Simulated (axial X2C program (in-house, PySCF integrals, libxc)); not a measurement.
**Nuclear properties of ClBCl⁻**

Calculated with an axial X2C code built on PySCF integrals: two-component X2C with atomic mean-field Coulomb and Gaunt terms, Gaussian nuclei, basis Cl dyall-av3z, B dyall-v3z with contracted cores.

Cl–B–Cl held linear, with bonds 1.984 and 1.984 Å (near the PBE0 minimum at charge -1 of the determinant lowest at the starting distance; the state shown can have its own minimum elsewhere, held linear; other orders of the atoms were not compared).

Determinant lowest in the PBE0 search, Ω = 2 (⟨Sz⟩ = 1.00, ⟨Lz⟩ = 1.00 at PBE0), spin on the atoms Cl 0.11, B 0.78, Cl 0.11:

| level | A∥/gI Cl (MHz) | qzz Cl (a.u.) | A∥/gI B (MHz) | qzz B (a.u.) |
| --- | --- | --- | --- | --- |
| PBE0 | 167 | 1.67 | 209 | 0.03 |
| HF | 175 | 1.52 | 243 | 0.07 |
| B3LYP | 170 | 1.71 | 214 | 0.04 |

Determinant 0.17 eV from it at PBE0 and this distance, Ω = 0 (closed shell), highest spinor 33% Cl p, 20% B s, 20% Cl s:

| level | qzz Cl (a.u.) | qzz B (a.u.) |
| --- | --- | --- |
| PBE0 | 0.11 | -0.24 |
| HF | 0.07 | -0.21 |
| B3LYP | 0.13 | -0.25 |

A∥ (defined per Ω) follows by multiplying with gI = μI/(I μN); qzz is the electric field gradient, eQq0 = 234.96 MHz × Q/barn × qzz. The operators were transformed with the bare-nucleus X2C matrices; with these basis sets, hyperfine constants and field gradients can be off by tens of per cent, and where levels differ in sign neither size nor sign is settled.

Problem. With gI(35Cl) = 0.5479, Q(35Cl) = -0.08112 barn, gI(11B) = 1.7924 (g factors from the IAEA table of nuclear moments by Stone; Q from Pyykkö, Mol. Phys. 2018), turn the PBE0 values of the first state into constants in MHz.

Solution. A∥(35Cl) = 167 × 0.5479 = 91.5 MHz; eQq0(35Cl) = 234.96 × (-0.08112) × (1.67) = -31.8 MHz; A∥(11B) = 209 × 1.7924 = 375 MHz.

The molecule was held linear; bending was not examined, so a bent shape may lie lower.

Each state is one determinant with collinear spin, which with several unpaired electrons need not be a pure state. Unrestricted Hartree–Fock can overshoot spin polarisation at the nuclei. For an anion, determinants above electron detachment, or with a positive highest level, are held by the basis set. With several open shells hyperfine constants can be off by a factor of several. Open-shell Ω = 0 determinants with evenly filled partner blocks cannot be reached by this program, so the Ω shown need not be the lowest component. At B3LYP a later determinant lies lower. States lie within half an eV, so the first need not be the ground state. Where a field gradient or hyperfine factor spreads by more than a factor of two over the levels, a constant derived from it is not to be relied on. PBE0 term energies can be off by some tenths of an eV.
